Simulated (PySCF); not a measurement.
# Reproducing measurements on C3H7Cl

**What was measured.**

NIST CCCBDB Release 22 (SRD 101), experimental polarizabilities lists, for the gas: mean polarisability 10 Å³.

The runs below try to reproduce these values; the comparison stands at the end.

C3H7Cl.
SMILES with atom numbers: `[CH3:1][CH2:2][CH2:3][Cl:4]` (hydrogens: H5, H6, H7 on C1; H8, H9 on C2; H10, H11 on C3)

Structure used (PBE0-D3(BJ)/def2-TZVP), in Å, numbered top down from 1:
```xyz
11
C3H7Cl angstrom
C     -1.2099   -0.0606    0.5626
C     -0.0597   -0.4874   -0.3357
C      1.1124    0.4570   -0.2078
Cl     2.4733   -0.0284   -1.2555
H     -0.9074   -0.0382    1.6130
H     -2.0497   -0.7522    0.4747
H     -1.5720    0.9367    0.2996
H      0.2679   -1.4987   -0.0798
H     -0.3825   -0.5158   -1.3799
H      1.4972    0.4804    0.8123
H      0.8414    1.4721   -0.5002
```

The PySCF runs (gas phase, on this PBE0-D3(BJ)/def2-TZVP geometry; no spin–orbit coupling):

```csv
level,job,basis functions,wall time
CAM-B3LYP/aug-cc-pVTZ,"10 singlets by full TDDFT, 4 Tamm–Dancoff triplets, polarisability",349,91 s
PBE0/aug-cc-pVTZ,"10 singlets by full TDDFT, 4 Tamm–Dancoff triplets, polarisability, dynamic polarisability",349,83 s
wB97X-D/aug-cc-pVTZ,"10 singlets by full TDDFT, 4 Tamm–Dancoff triplets, polarisability, ΔSCF ions",349,3.7 min
```

Hardware: Arm Neoverse N1, one thread, on a shared host.

Results beside the measurements:

**Mean polarisability.** Measured: 10 Å³ (NIST CCCBDB Release 22 (SRD 101), experimental polarizabilities).

```
                level  computed (Å³)  computed − measured (Å³)  % (from the printed values)
CAM-B3LYP/aug-cc-pVTZ           8.02                     -1.98                          -20
     PBE0/aug-cc-pVTZ           8.06                     -1.94                          -19
  wB97X-D/aug-cc-pVTZ           8.02                     -1.98                          -20
```

All 3 levels lie below the measurement. The computed values are static and purely electronic, with core orbitals frozen in the response (1 au = 0.148185 Å³). The table of measured values doesn't say here whether a value is static or optical, or holds a vibrational part. The measurement averages over conformers, the calculation has one.

The geometry is computed, not the measured one. Where a level misses, the cause wasn't examined.
